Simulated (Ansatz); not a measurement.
The input, for Ansatz 0.2.0:

```yaml
crystal:
  periodic: [false, false, false]
  atoms:
    - {symbol: Ga, position_ang: [0.000000, 0.000000, 0.000000]}
    - {symbol: H, position_ang: [0.000000, 0.000000, 2.376000]}
basis:
  gaussian: {orbitals: aug-cc-pVDZ}
total_charge: -1
magnetization: {spin_polarized: false, initial_magnetization: 1}
correlation: {method: fic_mrcisd_q, electrons: outside_noble_gas, active_space: {window: {electrons: 3, orbitals: 3}}}
```

```sh
$ ansatz run in.yaml --threads 1 --pin off --events-out ev --progress --plain --max-ram 2393MiB
```

Q: Roughly how long does this take on 1 thread of Arm Neoverse V2, shared host, and how much host memory?

A: 2.6 s wall and 0.09 GiB.

```
493 factors; integrals over basis functions are off by at most 5.4e-4 eV
mean field evaluation 1: about -52346.0680 eV, gradient 9.7e0 eV
mean field evaluation 2: about -52346.0690 eV, gradient 9.7e0 eV
mean field evaluation 4: about -52347.3074 eV, gradient 1.3e0 eV
mean field evaluation 8: about -52347.3774 eV, gradient 4.7e-3 eV
mean field evaluation 16: about -52343.8875 eV, gradient 9.9e0 eV
mean field evaluation 32: about -52346.3080 eV, gradient 3.0e0 eV
mean field evaluation 64: about -52346.8202 eV, gradient 7.9e0 eV
mean field evaluation 96: about -52347.3635 eV, gradient 1.2e0 eV
mean field -52347.37738520 eV, -1923.7306365792 hartree, gradient 9.5e-6 eV, S^2 0.750000; 12 other end points of the search recorded, 0 dependent functions left out
reference -52347.37738520 eV, -1923.7306365792 hartree; 17, 16 occupied and 28, 29 virtual orbitals, 493 factors
state -52347.96010333 eV, -1923.7520510755 hartree
contracted CI cycle   1: correlation 0.00000000 eV, 0.0000000000 hartree, residual 7.25e0 eV
contracted CI cycle   2: correlation -1.69891162 eV, -0.0624338504 hartree, residual 1.55e0 eV
contracted CI cycle   3: correlation -1.78215599 eV, -0.0654930245 hartree, residual 6.07e-1 eV
contracted CI cycle   4: correlation -1.79318149 eV, -0.0658982044 hartree, residual 2.37e-1 eV
contracted CI cycle   5: correlation -1.79489913 eV, -0.0659613265 hartree, residual 8.66e-2 eV
contracted CI cycle   6: correlation -1.79515277 eV, -0.0659706473 hartree, residual 3.51e-2 eV
contracted CI cycle   7: correlation -1.79519136 eV, -0.0659720658 hartree, residual 1.38e-2 eV
contracted CI cycle   8: correlation -1.79519811 eV, -0.0659723136 hartree, residual 5.03e-3 eV
contracted CI cycle   9: correlation -1.79519897 eV, -0.0659723454 hartree, residual 1.81e-3 eV
contracted CI cycle  10: correlation -1.79519909 eV, -0.0659723498 hartree, residual 6.36e-4 eV
state -52347.96010333 eV, -1923.7520510755 hartree; corrected -52349.90020173 eV, -1923.8233483769 hartree
the orbitals are reached from a further start. From the first start the search ends at -52347.96010248 eV, -1923.7520510444 hartree
Total energy: -52349.90020173 eV, -1923.8233483769 hartree
```

For the same geometry and basis full CI lies 36.2 meV higher.
